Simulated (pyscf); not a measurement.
## Four-centre exchange: O=V(OH)(OH)–OH + ammonia (NH₃) -> H₂N–V(=O)(OH)–OH + water (H₂O)

Gas phase, singlet surface, charge 0. Bonds broken: V1–O2, N9–H10. Bonds formed: V1–N9, O2–H10. Structures and frequencies: ωB97X-D3(BJ)/def2-SVP in PySCF.

Transition state (Å):

```xyz
12

V     -1.0509     0.1623    -0.2611
O      0.4162     1.6901     0.1217
O     -0.2022    -1.0304     0.2188
O     -0.6879     0.6080    -1.9290
O     -2.7041    -0.4051    -0.4226
H      1.2410     1.2908     0.4274
H      0.0539     1.2240    -2.0056
H     -2.9503    -1.2914    -0.1305
N     -1.4672     1.2384     1.4267
H     -0.3658     1.7722     1.0173
H     -2.3572     1.7343     1.3770
H     -1.4594     0.6804     2.2798
```

One imaginary mode, 1027i cm⁻¹; descent along it reached the two sides named, in the forms told below.

```json
[
 {"bond": "V1–O2", "change": "breaks", "reactant side (Å)": "1.817", "saddle": "2.152", "product side": "3.2"},
 {"bond": "N9–H10", "change": "breaks", "reactant side (Å)": "1.019", "saddle": "1.291", "product side": "2.331"},
 {"bond": "V1–N9", "change": "forms", "reactant side (Å)": "2.220", "saddle": "2.045", "product side": "1.840"},
 {"bond": "O2–H10", "change": "forms", "reactant side (Å)": "2.375", "saddle": "1.192", "product side": "0.973"}
]
```

Electronic energies relative to the separated reactants (eV):

```json
[
 {"level": "ωB97X-D3(BJ)/def2-TZVP", "barrier": "0.77", "reaction energy": "+0.41", "reverse barrier": "0.36"},
 {"level": "PBE/def2-TZVP", "barrier": "0.71", "reaction energy": "+0.46", "reverse barrier": "0.25"},
 {"level": "r²SCAN/def2-TZVP", "barrier": "0.69", "reaction energy": "+0.48", "reverse barrier": "0.21"},
 {"level": "B3LYP-D3(BJ)/def2-TZVP", "barrier": "0.79", "reaction energy": "+0.43", "reverse barrier": "0.37"},
 {"level": "PBE0-D3(BJ)/def2-TZVP", "barrier": "0.71", "reaction energy": "+0.41", "reverse barrier": "0.30"},
 {"level": "M06-2X/def2-TZVP", "barrier": "0.70", "reaction energy": "+0.37", "reverse barrier": "0.33"},
 {"level": "ωB97M-D3(BJ)/def2-TZVP", "barrier": "0.82", "reaction energy": "+0.42", "reverse barrier": "0.40"},
 {"level": "HF/def2-TZVP", "barrier": "1.53", "reaction energy": "+0.45", "reverse barrier": "1.08"}
]
```

With ωB97M-D3(BJ)/def2-TZVP energies and thermal terms (ideal gas, 1 atm, RRHO with modes under 100 cm⁻¹ raised to 100, one conformer, R ln 2 for chiral ones without a mode under 150 cm⁻¹), in eV:

```csv
T (K),ΔH‡,ΔG‡,ΔH,ΔG
298,0.76,1.22,+0.39,+0.36
600,0.77,1.69,+0.41,+0.31
900,0.80,2.14,+0.42,+0.26
1200,0.83,2.59,+0.42,+0.20
```

On the reactant side the descent ends in an adduct with a N–V contact, 0.30 eV under the separated species and 1.07 eV under the saddle at ωB97X-D3(BJ)/def2-TZVP. On the product side the descent ends in a complex (not fully relaxed), 0.30 eV under the separated species and 0.66 eV under the saddle at ωB97X-D3(BJ)/def2-TZVP. What is counted as formed (N–V) is already present as a longer contact in the reactant adduct; forming that adduct is a step of its own. This is the saddle that the search found; another between the same sides may lie lower.
